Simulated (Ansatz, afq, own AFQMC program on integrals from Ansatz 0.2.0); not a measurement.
**Al, doublet → Al⁻, singlet**

A free Al atom.

E(singlet, charge -1) − E(doublet, charge +0) at this geometry, on UHF and RHF determinants.

Basis aug-cc-pVDZ. Noble-gas cores (and the filled d shells of Ga–Kr and In–Xe) are frozen. AFQMC by an in-house program on the Cholesky factors that Ansatz 0.2.0 writes for its CCSD(T) run. The CISD trial takes its coefficients from CCSD amplitudes. Released means that phaseless walkers are propagated on without the constraint, phases kept. ± is one standard error of the sampling. The errors of all members are added in quadrature.

Full CI on the same integrals is exact in this basis and with this determinant's frozen core.

Errors are counted within aug-cc-pVDZ, not against nature.

Cautions: Al (doublet): the released energies have errors that jump between times, so the bars are unsure, so no released level is given (meV from the phaseless value at times in 1/Eh: -0.8 ± 0.8 at 0.24, -1.3 ± 0.8 at 0.51, 3 ± 5 at 0.99, -2.5 ± 0.7 at 1.62, -3.0 ± 0.6 at 2.40), though the last usable value meets full CI within the noise; Al⁻ (singlet): another spin lies lower, at this level and basis the anion state lies above a neutral one, restricted determinant unstable towards unrestricted (UHF 746 meV lower, ⟨S²⟩ 1.04), strong correlation (T1 0.022, weight of the determinant 0.82, largest double 0.15), the released energies are still falling, so no released level is given (meV from the phaseless value at times in 1/Eh: -2.2 ± 2.4 at 0.24, -5.6 ± 2.1 at 0.51, -9.5 ± 1.5 at 0.99, -15.0 ± 1.3 at 1.62, -17.2 ± 2.2 at 2.40), the determinant fills the p orbitals unequally in pairs, so it mixes two states of the atom (¹D and ¹S), and each level undoes that mixture to a different degree, while full CI gives the lower state, CCSDT(Q) on the UHF determinant differs (453 meV lower), perhaps since the unrestricted series falls towards higher spin, its ph-AFQMC/CISD value lies 93 ± 3 meV above full CI; at this level and basis the anion state lies above a neutral one.

Reference (full CI): 1.4 kcal/mol.

```
        level  vertical energy of electron attachment (kcal/mol)  error against FCI (kcal/mol)
           HF                                               21.2                          19.7
          MP2                                                8.4                           7.0
         CCSD                                                4.5                           3.0
      CCSD(T)                                                3.1                           1.7
  ph-AFQMC/HF                                          3.5 ± 0.5                     2.1 ± 0.5
ph-AFQMC/CISD                                         3.5 ± 0.06                    2.1 ± 0.06
```

Correlation beyond CCSD(T) takes off 1.7 kcal/mol. The perturbative (T) step is worth −1.4 kcal/mol. Where a determinant mixes two states, these steps and errors hold in part the undoing of that mixture, and only full CI is sure.
